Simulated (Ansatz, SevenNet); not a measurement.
**Cu2ZnSnS4 (I-4, No. 82): properties by level of theory**

| level (code) | lattice parameter a (Å) | lattice parameter c (Å) |
|---|---|---|
| SevenNet-l3i5 | 5.463 | 10.929 |
| LDA (Ansatz) | 5.318 | 10.638 |
| PBE-D3(BJ) (Ansatz) | 5.394 | 10.790 |
| r²SCAN+rVV10 (Ansatz) | 5.391 | 10.779 |

Ansatz's density-functional and Hartree–Fock values are scalar-relativistic unless marked +SOC, with PAW data made under PBE.

Static lattice: no zero-point or thermal effects.

Ansatz is a quantum-chemistry and plane-wave program.
